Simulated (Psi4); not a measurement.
**CH5AlO (SMILES [CH3][AlH][OH]): a chain of runs**

Wanted: a geometry optimisation (singlet CH5AlO, PBE0/def2-TZVPD), then the energy (doublet CH5AlO+, UPBE0/def2-TZVPD), then a geometry optimisation (doublet CH5AlO+, UPBE0/def2-TZVPD), then a single-point energy (doublet CH5AlO−, UPBE0/def2-TZVPD), then a structure relaxation (doublet CH5AlO−, UPBE0/def2-TZVPD) of CH5AlO. 

The calculation is run with Psi4 1.11.

### 1 The molecule

The species is CH5AlO (8 atoms), meant as a singlet with charge 0. As SMILES, `[CH3][AlH][OH]`. Geometry: relaxed at PBE0-D4/def2-TZVP. This is one conformer, not always the lowest. The run starts from this shape.

Bond lengths: C1–Al2 1.941 Å, Al2–O3 1.701 Å, C1–H4 1.095 Å, C1–H5 1.092 Å, C1–H6 1.095 Å, Al2–H7 1.589 Å, O3–H8 0.956 Å. Angles: C1–Al2–O3 117.6°, C1–Al2–H7 124.2°, O3–Al2–H7 118.3°, Al2–C1–H4 111.0°, Al2–C1–H5 111.9°, Al2–C1–H6 111.2°, Al2–O3–H8 122.5°, H4–C1–H5 107.9°, H4–C1–H6 106.4°, H5–C1–H6 108.2°.

### 2 A structure relaxation at PBE0/def2-TZVPD (density fitting) (run 1)

Contents of calc.dat:

```
memory 1600 mb

molecule geom {
  0 1
  C     -0.777900     0.982200    -0.070900
  Al     0.579700    -0.394200    -0.239900
  O      0.544600    -1.676400     0.876800
  H     -0.325100     1.954500     0.149300
  H     -1.491400     0.755400     0.724300
  H     -1.335700     1.105000    -1.004800
  H      1.716800    -0.394500    -1.350200
  H      1.181200    -2.389100     0.859500
  units angstrom
  symmetry c1
}

set basis def2-TZVPD
set reference rks

energy_value, wavefunction = optimize('pbe0', return_wfn=True)
```

Command:

```bash
$ psi4 -n 1 calc.dat calc.out
```

calc.out:

```text
[...]
  Running in c1 symmetry.
[...]
  Nuclear repulsion =   98.976519589456259
[...]
  Multiplicity = 1
[...]
  Nalpha       = 16
  Nbeta        = 16
[...]
    Number of basis functions: 165
[...]
   @DF-RKS iter   1:  -358.16457054728062   -3.87997e-01   6.44446e-03 DIIS/ADIIS
[...]
   @DF-RKS iter   7:  -358.63216747024865   -1.87583e-12   3.48128e-09 DIIS
[...]
  @DF-RKS Final Energy:  -358.63216747024865
   => Energetics <=
    Nuclear Repulsion Energy =             98.9158318350432921
    One-Electron Energy =                -692.3390938943384754
    Two-Electron Energy =                 260.8019739511107105
    DFT Exchange-Correlation Energy =     -26.0108793620641556
    Empirical Dispersion Energy =           0.0000000000000000
    VV10 Nonlocal Energy =                  0.0000000000000000
    Total Energy =                       -358.6321674702486462
[...]
 Multipole Moments:
 ------------------------------------------------------------------------------------
     Multipole            Electronic (a.u.)      Nuclear  (a.u.)        Total (a.u.)
 ------------------------------------------------------------------------------------
 L = 1.  Multiply by 2.5417464519 to convert [e a0] to [Debye]
 Dipole X            :          1.8764365           -1.7053966            0.1710399
 Dipole Y            :         -2.8586490            2.8655995            0.0069505
 Dipole Z            :          0.5572038           -0.7286234           -0.1714196
 Magnitude           :                                                    0.2422553
[...]
  -Total Gradient:
     Atom            X                  Y                   Z
    ------   -----------------  -----------------  -----------------
       1        0.000001572844     0.000024282553    -0.000050101380
       2        0.000025961033     0.000139023591    -0.000136687734
       3       -0.000167343674    -0.000128471108     0.000273630664
       4       -0.000000796075     0.000001542843     0.000019414179
       5       -0.000026927004     0.000002508588     0.000017803998
       6        0.000001232973    -0.000002114064     0.000011401062
       7       -0.000006465012    -0.000045809129     0.000033324144
       8        0.000085351581    -0.000051340819    -0.000033112349
[...]
```

The script printed:

```text
Optimizer: Optimization complete!
```

Wall time 26 s (1 thread of Intel Xeon 6975P-C (Granite Rapids), shared host); peak memory 1 GiB.

The path in brief:

```tsv
step	energy from the first frame kept (eV)	largest force (eV/Å)
0	0.0000	0.0530
1	-0.0001	0.0175
2	-0.0001	0.0178
```

After the run. Bond lengths: C1–Al2 1.941 Å, Al2–O3 1.702 Å, C1–H4 1.095 Å, C1–H5 1.092 Å, C1–H6 1.095 Å, Al2–H7 1.589 Å, O3–H8 0.956 Å. Angles: C1–Al2–O3 117.6°, C1–Al2–H7 124.2°, O3–Al2–H7 118.2°, Al2–C1–H4 111.0°, Al2–C1–H5 112.0°, Al2–C1–H6 111.2°, Al2–O3–H8 122.9°, H4–C1–H5 107.9°, H4–C1–H6 106.4°, H5–C1–H6 108.1°.

### 3 The doublet cation: the energy at UPBE0/def2-TZVPD (density fitting) (run 2)

Contents of run.py:

```python
import psi4

psi4.set_memory(1600000000)
psi4.set_num_threads(1)
psi4.set_output_file('psi4.out', False)

m = psi4.geometry("""
1 2
C
Al 1 1.941158
O 2 1.702434 1 117.57113
H 1 1.09507 2 110.96003 3 117.50549
H 1 1.092343 4 107.92219 2 123.07509
H 1 1.094724 5 108.11619 4 -114.73763
H 2 1.589041 3 118.20386 1 179.89965
H 3 0.956101 2 122.93512 7 0.09383
symmetry c1
""")

psi4.set_options(dict(basis='def2-TZVPD', reference='uks'))

energy_value = psi4.energy('pbe0')
print(f'total energy {energy_value:.8f} hartree = {energy_value * 27.211386:.5f} eV')
```

Command:

```bash
$ python run.py
```

psi4.out:

```text
[...]
  Running in c1 symmetry.
[...]
  Nuclear repulsion =   98.915810363331531
[...]
  Multiplicity = 2
[...]
  Nalpha       = 16
  Nbeta        = 15
[...]
    Number of basis functions: 165
[...]
   @DF-UKS iter   1:  -357.76048291124459    1.43575e-02   6.28626e-03 DIIS/ADIIS
[...]
   @DF-UKS iter  12:  -358.25565402336775   -6.66617e-08   6.29966e-07 DIIS
[...]
   @S^2 Observed:                7.652737331E-01
[...]
    Orbital Energies [Eh]
    ---------------------
    Alpha Occupied:
       1A    -56.408474     2A    -19.412431     3A    -10.470147
       4A     -4.438252     5A     -2.971428     6A     -2.969059
       7A     -2.964245     8A     -1.214691     9A     -0.962932
      10A     -0.733407    11A     -0.673193    12A     -0.652033
      13A     -0.647232    14A     -0.597048    15A     -0.570592
      16A     -0.550406
    Alpha Virtual:
      17A     -0.234142    18A     -0.200370    19A     -0.171010
      20A     -0.128509    21A     -0.102732    22A     -0.102067
      23A     -0.090854    24A     -0.072843    25A     -0.072256
[...]
  @DF-UKS Final Energy:  -358.25565402336775
   => Energetics <=
    Nuclear Repulsion Energy =             98.9158103633315307
    One-Electron Energy =                -684.3004669466346286
    Two-Electron Energy =                 252.8952264087114941
    DFT Exchange-Correlation Energy =     -25.7662238487760966
    Empirical Dispersion Energy =           0.0000000000000000
    VV10 Nonlocal Energy =                  0.0000000000000000
    Total Energy =                       -358.2556540233677538
[...]
 Multipole Moments:
 ------------------------------------------------------------------------------------
     Multipole            Electronic (a.u.)      Nuclear  (a.u.)        Total (a.u.)
 ------------------------------------------------------------------------------------
 L = 1.  Multiply by 2.5417464519 to convert [e a0] to [Debye]
 Dipole X            :          0.0077869           -0.0107898           -0.0030029
 Dipole Y            :         -0.0417035            1.2894006            1.2476971
 Dipole Z            :          2.8956131           -3.1604203           -0.2648071
 Magnitude           :                                                    1.2754920
[...]
```

Standard output:

```text
total energy -358.25565402 hartree = -9748.63289 eV
```

Wall time 15 s (1 thread of Intel Xeon 6975P-C (Granite Rapids), shared host); peak memory 0.98 GiB.

### 4 The doublet cation: a geometry optimisation at UPBE0/def2-TZVPD (density fitting) (run 3)

Contents of job.py:

```python
import psi4

psi4.set_memory('1600 MB')
psi4.set_num_threads(1)
psi4.set_output_file('ch5alo.out', False)

molecule = psi4.geometry("""
1 2
C
Al 1 1.941158
O 2 1.702434 1 117.57113
H 1 1.09507 2 110.96003 3 117.50549
H 1 1.092343 4 107.92219 2 123.07509
H 1 1.094724 5 108.11619 4 -114.73763
H 2 1.589041 3 118.20386 1 179.89965
H 3 0.956101 2 122.93512 7 0.09383
units angstrom
symmetry c1
""")

psi4.set_options({
    'basis': 'def2-TZVPD',
    'reference': 'uks',
    'geom_maxiter': 50,
})

E, wfn = psi4.optimize('pbe0', molecule=molecule, return_wfn=True)
print(f'total energy {E:.8f} hartree = {E * 27.211386:.5f} eV')
print(molecule.to_string(dtype='xyz', units='Angstrom'))
```

Command:

```bash
$ python job.py
```

ch5alo.out:

```text
[...]
  Running in c1 symmetry.
[...]
  Nuclear repulsion =   98.915810363331531
[...]
  Multiplicity = 2
[...]
  Nalpha       = 16
  Nbeta        = 15
[...]
    Number of basis functions: 165
[...]
   @DF-UKS iter   1:  -357.76048291124459    1.43575e-02   6.28626e-03 DIIS/ADIIS
[...]
   @DF-UKS iter   7:  -358.28237347317798   -2.58069e-11   5.39267e-09 DIIS
[...]
   @S^2 Observed:                7.577582595E-01
[...]
  @DF-UKS Final Energy:  -358.28237347317798
   => Energetics <=
    Nuclear Repulsion Energy =             97.9506270798707703
    One-Electron Energy =                -682.3899441917081958
    Two-Electron Energy =                 251.9305771969452223
    DFT Exchange-Correlation Energy =     -25.7736335582857983
    Empirical Dispersion Energy =           0.0000000000000000
    VV10 Nonlocal Energy =                  0.0000000000000000
    Total Energy =                       -358.2823734731779837
[...]
 Multipole Moments:
 ------------------------------------------------------------------------------------
     Multipole            Electronic (a.u.)      Nuclear  (a.u.)        Total (a.u.)
 ------------------------------------------------------------------------------------
 L = 1.  Multiply by 2.5417464519 to convert [e a0] to [Debye]
 Dipole X            :          0.0055695           -0.0082624           -0.0026929
 Dipole Y            :         -0.3421018            0.9368692            0.5947674
 Dipole Z            :          3.2654243           -3.6907878           -0.4253636
 Magnitude           :                                                    0.7312248
[...]
  -Total Gradient:
     Atom            X                  Y                   Z
    ------   -----------------  -----------------  -----------------
       1       -0.000011995775     0.000025098027    -0.000037639080
       2        0.000011062239    -0.000041900574    -0.000108627398
       3       -0.000007058223     0.000192896898     0.000190921914
       4        0.000000980772     0.000014725851    -0.000037086323
       5       -0.000002883567     0.000010098355    -0.000021370221
       6        0.000010235232     0.000010953824    -0.000027904089
       7       -0.000005853663     0.000053916966     0.000034823347
       8        0.000007209721    -0.000063414750    -0.000080625240
[...]
```

On the terminal:

```text
Optimizer: Optimization complete!
total energy -358.28237347 hartree = -9749.35996 eV
8
1 2 AlCH5O
C                     0.000158705043     0.419598109399    -1.809937237411
Al                    0.000158705043     0.419598109399     0.389877720474
O                     0.000158705043    -1.112094229584     0.924267498863
H                    -0.962147929002     0.883496134564    -2.020755884183
H                     0.069019243585    -0.670744128999    -1.828390069715
H                     0.888862136933     1.002720497642    -2.043084849905
H                    -0.000848298638     1.959806892254     0.706301595780
H                    -0.003542449621    -1.755119807535     1.629921465235
```

Run time: 3.1 min. Hardware: 1 thread of Intel Xeon 6975P-C (Granite Rapids), shared host; peak memory 1.1 GiB.

Step by step:

```tsv
step	energy from the first frame kept (eV)	largest force (eV/Å)
0	0.0000	2.8555
1	-0.3164	1.8241
2	-0.5599	1.0424
3	-0.6402	0.8265
4	-0.7075	0.2697
5	-0.7169	0.1357
6	-0.7219	0.1910
7	-0.7241	0.1149
8	-0.7263	0.0636
9	-0.7267	0.0496
10	-0.7270	0.0226
11	-0.7271	0.0168
12	-0.7271	0.0140
```

After the run. Bond lengths: C1–Al2 2.200 Å, Al2–O3 1.622 Å, C1–H4 1.089 Å, C1–H5 1.093 Å, C1–H6 1.088 Å, Al2–H7 1.572 Å, O3–H8 0.955 Å. Angles: C1–Al2–O3 109.2°, C1–Al2–H7 101.6°, O3–Al2–H7 149.2°, Al2–C1–H4 101.2°, Al2–C1–H5 91.0°, Al2–C1–H6 102.4°, Al2–O3–H8 151.6°, H4–C1–H5 118.5°, H4–C1–H6 116.9°, H5–C1–H6 118.7°.

### 5 The doublet anion: the energy at UPBE0/def2-TZVPD (density fitting) (run 4)

Contents of calc.in:

```
memory 1600 mb

molecule {
  -1 2
  C     -0.779113     0.982238    -0.069675
  Al     0.579980    -0.393199    -0.240362
  O      0.545432    -1.677951     0.876105
  H     -0.326542     1.955132     0.149037
  H     -1.492222     0.756638     0.726436
  H     -1.338124     1.103719    -1.003040
  H      1.717603    -0.392761    -1.349805
  H      1.178815    -2.394063     0.864298
  symmetry c1
}

set {
  basis     def2-TZVPD
  reference uks
}

energy_value, wavefunction = energy('pbe0', return_wfn=True)
```

Command:

```bash
$ psi4 -i calc.in -o calc.out -n 1
```

calc.out:

```text
[...]
  Running in c1 symmetry.
[...]
  Nuclear repulsion =   98.915820217357776
[...]
  Multiplicity = 2
[...]
  Nalpha       = 17
  Nbeta        = 16
[...]
    Number of basis functions: 165
[...]
   @DF-UKS iter   1:  -358.02419796460509   -2.49358e-01   6.81659e-03 DIIS/ADIIS
[...]
   @DF-UKS iter  14:  -358.59919399949547    6.73699e-07   4.70111e-07 DIIS
[...]
   @S^2 Observed:                7.547557721E-01
[...]
    Orbital Energies [Eh]
    ---------------------
    Alpha Occupied:
       1A    -55.909442     2A    -18.997708     3A    -10.021964
       4A     -3.943518     5A     -2.477272     6A     -2.472559
       7A     -2.470836     8A     -0.811173     9A     -0.526850
      10A     -0.327046    11A     -0.238966    12A     -0.235253
      13A     -0.199310    14A     -0.155842    15A     -0.152642
      16A     -0.101944    17A      0.089760
    Alpha Virtual:
      18A      0.119091    19A      0.146063    20A      0.167796
      21A      0.180183    22A      0.192223    23A      0.196255
      24A      0.200478    25A      0.201818    26A      0.221649
[...]
  @DF-UKS Final Energy:  -358.59919399949547
   => Energetics <=
    Nuclear Repulsion Energy =             98.9158202173577763
    One-Electron Energy =                -698.4925293217143007
    Two-Electron Energy =                 267.1219646302802744
    DFT Exchange-Correlation Energy =     -26.1444495254192510
    Empirical Dispersion Energy =           0.0000000000000000
    VV10 Nonlocal Energy =                  0.0000000000000000
    Total Energy =                       -358.5991939994954691
[...]
 Multipole Moments:
 ------------------------------------------------------------------------------------
     Multipole            Electronic (a.u.)      Nuclear  (a.u.)        Total (a.u.)
 ------------------------------------------------------------------------------------
 L = 1.  Multiply by 2.5417464519 to convert [e a0] to [Debye]
 Dipole X            :          0.8288199           -1.7053949           -0.8765751
 Dipole Y            :         -3.1871705            2.8655995           -0.3215710
 Dipole Z            :          1.7276820           -0.7286244            0.9990576
 Magnitude           :                                                    1.3674458
[...]
```

Run time: 17 s. Hardware: 1 thread of Intel Xeon 6975P-C (Granite Rapids), shared host; peak memory 0.98 GiB.

### 6 The doublet anion: a structure relaxation at UPBE0/def2-TZVPD (density fitting) (run 5)

Contents of ch5alo.in:

```
memory 1.6 GB

molecule {
  -1 2
  C     -1.47231019     1.85616081    -0.13166667
  Al     1.09600336    -0.74303842    -0.45421835
  O      1.03071710    -3.17086784     1.65559851
  H     -0.61707495     3.69466402     0.28163911
  H     -2.81989090     1.42983860     1.37276509
  H     -2.52868788     2.08572663    -1.89547089
  H      3.24579926    -0.74221072    -2.55076177
  H      2.22763750    -4.52412340     1.63328651
  units au
  symmetry c1
}

set globals {
  basis def2-TZVPD
  reference uks
  geom_maxiter 50
}

e_tot, wfn = optimize('pbe0', return_wfn=True)
print_variables()
```

Command:

```bash
$ psi4 -i ch5alo.in -o ch5alo.out -n 1
```

ch5alo.out:

```text
[...]
  Running in c1 symmetry.
[...]
  Nuclear repulsion =   98.915820209516667
[...]
  Multiplicity = 2
[...]
  Nalpha       = 17
  Nbeta        = 16
[...]
    Number of basis functions: 165
[...]
   @DF-UKS iter   1:  -358.02419805922079   -2.49360e-01   6.81659e-03 ADIIS/DIIS
[...]
   @DF-UKS iter   7:  -358.62913436249318   -2.96154e-11   9.01748e-09 DIIS
[...]
   @S^2 Observed:                7.514292197E-01
[...]
  @DF-UKS Final Energy:  -358.62913436249318
   => Energetics <=
    Nuclear Repulsion Energy =             96.8288207469975362
    One-Electron Energy =                -694.4549391462652466
    Two-Electron Energy =                 265.1198423581955126
    DFT Exchange-Correlation Energy =     -26.1228583214209564
    Empirical Dispersion Energy =           0.0000000000000000
    VV10 Nonlocal Energy =                  0.0000000000000000
    Total Energy =                       -358.6291343624931756
[...]
 Multipole Moments:
 ------------------------------------------------------------------------------------
     Multipole            Electronic (a.u.)      Nuclear  (a.u.)        Total (a.u.)
 ------------------------------------------------------------------------------------
 L = 1.  Multiply by 2.5417464519 to convert [e a0] to [Debye]
 Dipole X            :          1.2769846           -1.2005184            0.0764662
 Dipole Y            :         -3.1655832            3.5811725            0.4155892
 Dipole Z            :          1.0644628           -0.1439750            0.9204877
 Magnitude           :                                                    1.0128471
[...]
  -Total Gradient:
     Atom            X                  Y                   Z
    ------   -----------------  -----------------  -----------------
       1        0.000043458519    -0.000084989141     0.000000595034
       2       -0.000001646860    -0.000015176137     0.000006023961
       3        0.000019672055    -0.000000694681     0.000027339773
       4       -0.000003103099     0.000011580083     0.000016473543
       5        0.000004088028    -0.000011333614     0.000027034722
       6       -0.000001643818     0.000008146356     0.000022655497
       7        0.000005843748    -0.000021398860     0.000018017421
       8        0.000026370672    -0.000026830289     0.000013783101
[...]
```

Standard output:

```text
Optimizer: Optimization complete!
```

It took 5.9 min on 1 thread of Intel Xeon 6975P-C (Granite Rapids), shared host; peak memory 1.1 GiB.

The path in brief:

```tsv
step	energy from the first frame kept (eV)	largest force (eV/Å)
0	0.0000	1.5918
1	-0.0658	1.3022
2	-0.2950	1.9329
3	-0.4797	1.7053
4	-0.6404	1.4793
5	-0.3590	2.8832
6	-0.6997	1.1161
7	-0.5423	2.1833
8	-0.6950	1.3412
9	-0.7781	0.5307
10	-0.7935	0.1393
11	-0.7982	0.0769
12	-0.8068	0.1420
13	-0.8097	0.1362
14	-0.8120	0.0422
15	-0.8129	0.0251
16	-0.8135	0.0425
17	-0.8141	0.0273
18	-0.8145	0.0121
19	-0.8146	0.0200
20	-0.8147	0.0136
21	-0.8147	0.0049
```

After the run. Bond lengths: C1–Al2 2.006 Å, Al2–O3 1.777 Å, C1–H4 1.100 Å, C1–H5 1.096 Å, C1–H6 1.097 Å, Al2–H7 1.649 Å, O3–H8 0.957 Å. Angles: C1–Al2–O3 107.9°, C1–Al2–H7 110.7°, O3–Al2–H7 112.2°, Al2–C1–H4 110.0°, Al2–C1–H5 112.4°, Al2–C1–H6 111.6°, Al2–O3–H8 113.9°, H4–C1–H5 107.4°, H4–C1–H6 107.5°, H5–C1–H6 107.6°.

### 7 Outcome

```
                                                               quantity          value
                        run 1, PBE0/def2-TZVPD: total energy at the end  -358.63217 Eh
                                  run 1, PBE0/def2-TZVPD: dipole moment         0.62 D
                                    run 1, PBE0/def2-TZVPD: HOMO energy       -8.00 eV
                                    run 1, PBE0/def2-TZVPD: LUMO energy       -0.52 eV
                                  run 1, PBE0/def2-TZVPD: HOMO–LUMO gap        7.49 eV
                                    doublet cation, run 2: total energy  -358.25565 Eh
              doublet cation, run 2: HOMO energy (highest over α and β)      -14.82 eV
               doublet cation, run 2: LUMO energy (lowest over α and β)      -12.47 eV
                                            doublet cation, run 2: ⟨S²⟩          0.765
                         doublet cation, run 3: total energy at the end  -358.28237 Eh
              doublet cation, run 3: HOMO energy (highest over α and β)      -14.51 eV
               doublet cation, run 3: LUMO energy (lowest over α and β)      -10.53 eV
                                            doublet cation, run 3: ⟨S²⟩          0.758
                                     doublet anion, run 4: total energy  -358.59919 Eh
               doublet anion, run 4: HOMO energy (highest over α and β)        2.44 eV
                doublet anion, run 4: LUMO energy (lowest over α and β)        3.24 eV
                                             doublet anion, run 4: ⟨S²⟩          0.755
                          doublet anion, run 5: total energy at the end  -358.62913 Eh
               doublet anion, run 5: HOMO energy (highest over α and β)        1.00 eV
                doublet anion, run 5: LUMO energy (lowest over α and β)        3.48 eV
                                             doublet anion, run 5: ⟨S²⟩          0.751
 adiabatic electron affinity (to the doublet anion, no zero-point term)      -0.083 eV
adiabatic ionisation energy (to the doublet cation, no zero-point term)       9.518 eV
```

What this shows: The adiabatic electron affinity (to the doublet anion, no zero-point term) is −0.08 eV (−8.0 kJ/mol). A negative value puts this state of the anion above the relaxed parent: the electron is not bound at this level, and such a value depends on the basis. The adiabatic ionisation energy (to the doublet cation, no zero-point term) is 9.52 eV (918 kJ/mol). The optimisation (run 1, PBE0/def2-TZVPD) took 3 steps and changed the energy by -0.000 eV. The optimisation (doublet cation, run 3) took 13 steps and changed the energy by -0.727 eV. The HOMO (doublet anion, run 4) lies at positive energy, 2.44 eV; only total energies tell whether the electron is bound.
